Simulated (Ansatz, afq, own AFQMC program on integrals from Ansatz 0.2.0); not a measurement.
## Breaking Si1–H5 in Si₃PH₉, singlet

```xyz
13

Si   -1.2069    1.4818   -0.4978
P     0.6715    0.2937   -0.9151
Si    1.5567    0.3479    1.1652
Si   -0.2312   -1.7779   -0.8289
H    -2.0905    1.3853   -1.6981
H    -1.9616    1.0004    0.7019
H    -0.8142    2.9070   -0.2846
H     0.5900   -0.0566    2.2341
H     2.7276   -0.5790    1.1933
H     2.0214    1.7419    1.4331
H     0.8854   -2.7697   -0.8524
H    -1.0655   -2.0134    0.3914
H    -1.0828   -1.9614   -2.0421
```

Products: Si3PH8 (doublet; SiH2–P(–SiH3)–SiH3) and H (doublet), each relaxed with PBE0/def2-SVP like the molecule; electronic energies without zero-point terms. Determinants: RHF, UHF and UHF in that order.

Basis def2-TZVP. Noble-gas cores (and the filled d shells of Ga–Kr and In–Xe) are frozen. Ansatz 0.2.0 and our own AFQMC program on the same integrals; the CISD trial comes from CCSD amplitudes, and released means the phaseless constraint is let go. Error bars are statistical, one sigma. The errors of all members are added in quadrature.

No full CI on the walks' own integrals is used here. The released AFQMC energy serves as the reference, which it does only where one determinant dominates, the energy is flat over the last release times and near the phaseless one (40 meV or 2 meV an electron, half that with transition metals). On small molecules, where full CI could be run and the noise was under 10 meV, such values lay within 10 meV of it in 19 cases of 20, a flattering rate, since the rule was set on those same cases; what remains of the bias isn't in the error bar. Each member takes its own surest rung, up to full CI.

Errors are counted within def2-TZVP, not against nature.

Cautions: Si₃PH₉ (singlet): the released value is read at 0.90 1/Eh with a noise of 23 meV, more than in the cases checked (meV from the phaseless value at times in 1/Eh: -4 ± 16 at 0.21, -1 ± 23 at 0.42, -12 ± 25 at 0.63, -13 ± 23 at 0.90); Si₃PH₈ (doublet): the released value is read at 0.90 1/Eh with a noise of 29 meV, more than in the cases checked (meV from the phaseless value at times in 1/Eh: -18 ± 19 at 0.21, -50 ± 18 at 0.42, -44 ± 33 at 0.63, -22 ± 29 at 0.90).

Reference (AFQMC with the constraint released): 384.9 ± 3.6 kJ/mol.

| level | bond energy (kJ/mol) | error against released AFQMC (kJ/mol) |
| --- | --- | --- |
| HF | 312.9 | -71.9 ± 3.6 |
| MP2 | 372.8 | -12.1 ± 3.6 |
| CCSD | 382.8 | -2.0 ± 3.6 |
| CCSD(T) | 382.8 | -2.1 ± 3.6 |
| ph-AFQMC/CISD | 385.8 ± 2.5 | 0.9 ± 4.3 |

Correlation beyond CCSD(T) changes it by less than twice the noise. The perturbative (T) step is worth −0.1 kJ/mol.

Released energies are given only where the last usable release times agree within the noise; a slower fall can still hide under it.
